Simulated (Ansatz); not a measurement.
**Setting up PF3 (phosphorus trifluoride) in Ansatz**

The species is PF3 (4 atoms), meant as a singlet with charge 0. SMILES: `FP(F)F`. Geometry: relaxed at PBE0-D4/def2-TZVP.

```xyz
4

F     0.8344   -0.6632    0.8745
P    -0.2975    0.3146    0.3923
F    -1.0619   -0.6965   -0.5369
F     0.5250    1.0452   -0.7300
```

Settings wanted:

```json
{
  "basis set": "STO-3G",
  "task": "energy",
  "method": "DFT",
  "functional": "B2PLYP",
  "reference": "RKS",
  "relativity": "none",
  "accuracy": "high",
  "frozen core orbitals": "8"
}
```

Question: Give an Ansatz 0.2.0 job that does this.

Answer: One that was run (others would do as well):

run.yaml:
```yaml
crystal:
  periodic: [false, false, false]
  atoms:
    - {symbol: F, position_ang: [0.834400, -0.663200, 0.874500]}
    - {symbol: P, position_ang: [-0.297500, 0.314600, 0.392300]}
    - {symbol: F, position_ang: [-1.061900, -0.696500, -0.536900]}
    - {symbol: F, position_ang: [0.525000, 1.045200, -0.730000]}
basis:
  gaussian:
    orbitals: STO-3G
total_charge: 0
hamiltonian:
  xc: {name: B2PLYP}
accuracy: high
correlation:
  frozen_orbitals: {F: 1, P: 5}
```

```bash
$ ansatz run run.yaml --threads 1 --pin off --max-ram 2610MiB --events-out events.jsonl --progress --plain --runs-dir runs
```

Calculated total energy: -632.17159 Eh.
